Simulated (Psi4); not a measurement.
**C3H7F (2-fluoropropane): HSE06/cc-pVDZ**

What is the energy change on altering one bond length of C3H7F (2-fluoropropane) at HSE06/cc-pVDZ? The job is set up through a Python script.

Program for the calculation: Psi4 1.11.

5 further runs of the same task are left out: 4 that didn't finish, 1 set aside as unsound or not needed.

### 1 Starting point

C3H7F has 11 atoms, charge 0, and is taken as a singlet. SMILES: `CC(C)F`. The coordinates come from a PBE0-D4/def2-TZVP relaxation.

Bond lengths: C1–C2 1.508 Å, C2–C3 1.508 Å, C2–F4 1.396 Å, C1–H5 1.091 Å, C1–H6 1.092 Å, C1–H7 1.092 Å, C2–H8 1.096 Å, C3–H9 1.092 Å, C3–H10 1.091 Å, C3–H11 1.092 Å. Some angles: C1–C2–C3 113.9°, C1–C2–F4 108.3°, C3–C2–F4 108.3°, C1–C2–H8 110.1°, C3–C2–H8 110.1°, F4–C2–H8 105.9°, C2–C1–H5 110.6°, C2–C1–H6 110.3°, C2–C1–H7 110.4°, C2–C3–H9 110.4°.

### 2 A single-point energy at HSE06/cc-pVDZ

Contents of c3h7f.xyz:

```xyz
11
C3H7F
C     -0.234500     1.045100    -0.703000
C     -0.479600    -0.306600    -0.081300
C      0.626400    -0.766200     0.834700
F     -0.614100    -1.242400    -1.108400
H     -1.041900     1.303400    -1.390000
H     -0.180600     1.814100     0.071000
H      0.707700     1.043900    -1.256000
H     -1.436600    -0.307200     0.453700
H      1.578500    -0.788700     0.299400
H      0.417300    -1.766700     1.216600
H      0.722800    -0.085600     1.683800
```

Contents of job.py:

```python
import psi4

psi4.set_memory(1600000000)
psi4.set_num_threads(1)
psi4.set_output_file('c3h7f.out', False)

with open('c3h7f.xyz') as f:
    atoms = ''.join(f.readlines()[2:])
molecule = psi4.geometry('0 1\n' + atoms + 'symmetry c1\nno_reorient\nno_com')

psi4.set_options({
    'basis': 'cc-pVDZ',
    'puream': True,
    'e_convergence': 1e-09,
    'd_convergence': 1e-08,
    'scf_type': 'pk',
    'dft_radial_points': 99,
    'dft_spherical_points': 590,
})

E, wfn = psi4.energy('HSE06', return_wfn=True)
psi4.oeprop(wfn, 'MULLIKEN_CHARGES', 'QUADRUPOLE', 'DIPOLE', title='HSE06')
print(f'HSE06 energy: {E:.10f} Eh')
```

Launch:

```
$ python job.py
```

c3h7f.out, shortened:

```text
[...]
  Running in c1 symmetry.
[...]
  Nuclear repulsion =  133.058599214639941
[...]
  Multiplicity = 1
[...]
  Nalpha       = 17
  Nbeta        = 17
[...]
    Number of basis functions: 91
[...]
   @RKS iter   1:  -217.85674869459959   -2.23848e-01   8.30306e-03 DIIS/ADIIS
[...]
   @RKS iter  11:  -218.16124789991807    6.25278e-13   1.90204e-09 DIIS
[...]
    Orbital Energies [Eh]
    ---------------------
    Doubly Occupied:
       1A    -24.730794     2A    -10.287703     3A    -10.212035
       4A    -10.212014     5A     -1.188101     6A     -0.795224
       7A     -0.704072     8A     -0.596110     9A     -0.499411
      10A     -0.464531    11A     -0.452680    12A     -0.397072
      13A     -0.391078    14A     -0.381484    15A     -0.367433
      16A     -0.319678    17A     -0.313708
[...]
  @RKS Final Energy:  -218.16124789991807
   => Energetics <=
    Nuclear Repulsion Energy =            133.0585992146399406
    One-Electron Energy =                -561.4813348395377943
    Two-Electron Energy =                 232.9267338243581662
    DFT Exchange-Correlation Energy =     -22.6652460993783613
    Empirical Dispersion Energy =           0.0000000000000000
    VV10 Nonlocal Energy =                  0.0000000000000000
    Total Energy =                       -218.1612478999180667
[...]
 Multipole Moments:
 ------------------------------------------------------------------------------------
     Multipole            Electronic (a.u.)      Nuclear  (a.u.)        Total (a.u.)
 ------------------------------------------------------------------------------------
 L = 1.  Multiply by 2.5417464519 to convert [e a0] to [Debye]
 Dipole X            :         10.0969566           -9.9889033            0.1080532
 Dipole Y            :         19.6232902          -19.1516184            0.4716718
 Dipole Z            :         16.7368061          -16.2416291            0.4951770
 Magnitude           :                                                    0.6923511
 L = 2.  Multiply by 1.3450342976 to convert [e a0^2] to [Debye ang]
 Quadrupole XX       :        -69.6671908           51.1713653          -18.4958255
 Quadrupole XY       :         -3.7230369            3.0322805           -0.6907564
[...]
  Mulliken Charges: (a.u.)
   Center  Symbol    Alpha    Beta     Spin     Total
       1     C     3.03067  3.03067  0.00000 -0.06134
       2     C     2.95604  2.95604  0.00000  0.08792
       3     C     3.03067  3.03067  0.00000 -0.06135
       4     F     4.62981  4.62981  0.00000 -0.25961
       5     H     0.47499  0.47499  0.00000  0.05002
       6     H     0.48028  0.48028  0.00000  0.03945
       7     H     0.47635  0.47635  0.00000  0.04729
       8     H     0.48958  0.48958  0.00000  0.02084
       9     H     0.47635  0.47635  0.00000  0.04729
      10     H     0.47499  0.47499  0.00000  0.05002
      11     H     0.48027  0.48027  0.00000  0.03946
[...]
```

On the terminal:

```text
HSE06 energy: -218.1612478999 Eh
```

Wall time 52 s (1 thread of Intel Xeon Platinum 8488C (Sapphire Rapids), shared host); peak memory 0.95 GiB.

### 3 The distorted shape at the same level

Contents of c3h7f.py:

```python
import psi4

psi4.set_memory('1600 MB')
psi4.set_num_threads(1)
psi4.set_output_file('output.dat', False)

geom = psi4.geometry("""
0 1
C     -0.375854     1.045280    -0.620036
C     -0.620954    -0.306420     0.001664
C      0.485046    -0.766020     0.917664
F     -0.755454    -1.242220    -1.025436
H     -1.183254     1.303580    -1.307036
H     -0.321954     1.814280     0.153964
H      0.707700     1.043900    -1.256000
H     -1.577954    -0.307020     0.536664
H      1.437146    -0.788520     0.382364
H      0.275946    -1.766520     1.299564
H      0.581446    -0.085420     1.766764
units angstrom
symmetry c1
""")

psi4.set_options({
    'basis': 'cc-pVDZ',
    'puream': True,
    'e_convergence': 1e-09,
    'd_convergence': 1e-08,
    'scf_type': 'pk',
    'dft_radial_points': 99,
    'dft_spherical_points': 590,
})

result = psi4.energy('hse06')
print('E =', round(result, 9))
for k, v in sorted(psi4.core.scalar_variables().items()):
    print(f'{k:45s} {v:18.10f}')
```

Launch:

```
$ python c3h7f.py
```

output.dat, shortened:

```text
[...]
  Running in c1 symmetry.
[...]
  Nuclear repulsion =  132.459215777304593
[...]
  Multiplicity = 1
[...]
  Nalpha       = 17
  Nbeta        = 17
[...]
    Number of basis functions: 91
[...]
   @RKS iter   1:  -217.84657464616095   -2.63520e-01   8.22823e-03 ADIIS/DIIS
[...]
   @RKS iter  11:  -218.15012905911422   -1.06297e-11   5.98220e-09 DIIS
[...]
    Orbital Energies [Eh]
    ---------------------
    Doubly Occupied:
       1A    -24.731324     2A    -10.289622     3A    -10.227558
       4A    -10.212338     5A     -1.188618     6A     -0.793908
       7A     -0.699850     8A     -0.592748     9A     -0.498701
      10A     -0.465405    11A     -0.452044    12A     -0.397594
      13A     -0.385950    14A     -0.370675    15A     -0.365937
      16A     -0.320585    17A     -0.313131
[...]
  @RKS Final Energy:  -218.15012905911422
   => Energetics <=
    Nuclear Repulsion Energy =            132.4592157773045926
    One-Electron Energy =                -560.3022956225892131
    Two-Electron Energy =                 232.3183432193547446
    DFT Exchange-Correlation Energy =     -22.6253924331843841
    Empirical Dispersion Energy =           0.0000000000000000
    VV10 Nonlocal Energy =                  0.0000000000000000
    Total Energy =                       -218.1501290591142208
[...]
 Multipole Moments:
 ------------------------------------------------------------------------------------
     Multipole            Electronic (a.u.)      Nuclear  (a.u.)        Total (a.u.)
 ------------------------------------------------------------------------------------
 L = 1.  Multiply by 2.5417464519 to convert [e a0] to [Debye]
 Dipole X            :         -2.4290954            2.4998797            0.0707844
 Dipole Y            :         -3.9047059            4.3659065            0.4612006
 Dipole Z            :         -3.2192767            3.7400744            0.5207977
 Magnitude           :                                                    0.6992472
[...]
```

The script printed:

```text
E = -218.150129059
CURRENT ENERGY                                   -218.1501290591
CURRENT REFERENCE ENERGY                         -218.1501290591
DD SOLVATION ENERGY                                 0.0000000000
DFT FUNCTIONAL TOTAL ENERGY                      -218.1501290591
DFT TOTAL ENERGY                                 -218.1501290591
DFT VV10 ENERGY                                     0.0000000000
DFT XC ENERGY                                     -22.6253924332
GRID ELECTRONS ALPHA                               16.9999995457
GRID ELECTRONS BETA                                16.9999995457
GRID ELECTRONS TOTAL                               33.9999990913
NUCLEAR REPULSION ENERGY                          132.4592157773
ONE-ELECTRON ENERGY                              -560.3022956226
PCM POLARIZATION ENERGY                             0.0000000000
PE ENERGY                                           0.0000000000
SCF ITERATION ENERGY                             -218.1501290591
SCF ITERATIONS                                     11.0000000000
SCF TOTAL ENERGY                                 -218.1501290591
TWO-ELECTRON ENERGY                               232.3183432194
XC GRID RADIAL POINTS                              99.0000000000
XC GRID SPHERICAL POINTS                          590.0000000000
XC GRID TOTAL POINTS                           604065.0000000000
```

It took 52 s on 1 thread of Intel Xeon Platinum 8488C (Sapphire Rapids), shared host; peak memory 0.96 GiB.

### 4 Results

At HSE06/cc-pVDZ:

| quantity | value |
| --- | --- |
| first shape: total energy | -218.16125 Eh |
| first shape: dipole moment | 1.76 D |
| first shape: HOMO energy | -8.54 eV |
| first shape: LUMO energy | 1.57 eV |
| first shape: HOMO–LUMO gap | 10.11 eV |
| distorted shape: total energy | -218.15013 Eh |
| distorted shape: dipole moment | 1.78 D |
| distorted shape: HOMO energy | -8.52 eV |
| distorted shape: LUMO energy | 1.49 eV |
| distorted shape: HOMO–LUMO gap | 10.01 eV |
| energy change with the C1–H7 bond stretched from 1.092 to 1.256 Å | 0.303 eV |

**Reading.** With the C1–H7 bond stretched from 1.092 to 1.256 Å the energy rises by 0.30 eV (7.0 kcal/mol). The first shape isn't relaxed at this level, so the change isn't measured from a minimum. Mulliken charges (first shape) run from -0.26 on F4 to +0.09 on C2; they depend strongly on the basis.
